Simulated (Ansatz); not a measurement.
# BH5O2: the cost of one run

All numbers below are computed with Ansatz 0.2.0 (RKS B3LYP-D4/cc-pVDZ).

## (1) The structure to begin with

Bond lengths: B1–O2 1.760 Å, O2–H3 1.010 Å, B1–O4 1.410 Å, O4–H5 1.010 Å, B1–H6 1.190 Å. Angles: B1–O2–H3 109.5°, O2–B1–O4 120.0°, O2–B1–H6 120.0°, O4–B1–H6 120.0°, B1–O4–H5 109.5°.

Structure file:

```xyz
8

B     0.0000    0.0000    0.0000
O     0.0000    0.0000    1.7600
H    -0.9095   -0.2814    2.0971
O     1.2211    0.0000   -0.7050
H     1.5209   -0.9519   -0.8599
H    -1.0305    0.0000   -0.5950
H     0.0668    1.4124    0.4698
H     0.0544    1.1498    1.3187
```

## (2) Pulling towards end A

Springs on the bonds that form and break draw the guess towards this end; the thresholds are loose.

File input.yaml:

```yaml
crystal:
  periodic: [false, false, false]
  atoms:
    - { symbol: B, position_ang: [0.0, 0.0, 0.0] }
    - { symbol: O, position_ang: [0.0, 0.0, 1.76] }
    - { symbol: H, position_ang: [-0.9095, -0.2814, 2.0971] }
    - { symbol: O, position_ang: [1.2211, 0.0, -0.705] }
    - { symbol: H, position_ang: [1.5209, -0.9519, -0.8599] }
    - { symbol: H, position_ang: [-1.0305, 0.0, -0.595] }
    - { symbol: H, position_ang: [0.0668, 1.4124, 0.4698] }
    - { symbol: H, position_ang: [0.0544, 1.1498, 1.3187] }
basis:
  gaussian: { orbitals: cc-pVDZ }
hamiltonian:
  xc: b3lyp
  dispersion: d4
relax:
  f_tol: 0.15
  max_steps: 25
  restrain:
    - { distance: [0, 6], at: 2.39, k: 30.0 }
    - { distance: [7, 1], at: 2.21, k: 30.0 }
    - { distance: [0, 1], at: 1.41, k: 30.0 }
    - { distance: [7, 6], at: 0.66, k: 30.0 }
```

On the command line:

```
$ ansatz run input.yaml --threads 2 --pin off --max-ram 3072MiB --backend cpu --events-out ev --progress --plain --runs-dir out
```

Q: Estimate wall time and peak memory on 2 threads of Intel Xeon Platinum 8488C (Sapphire Rapids), shared host.

About 9.3 s, with a peak of 0.13 GiB.
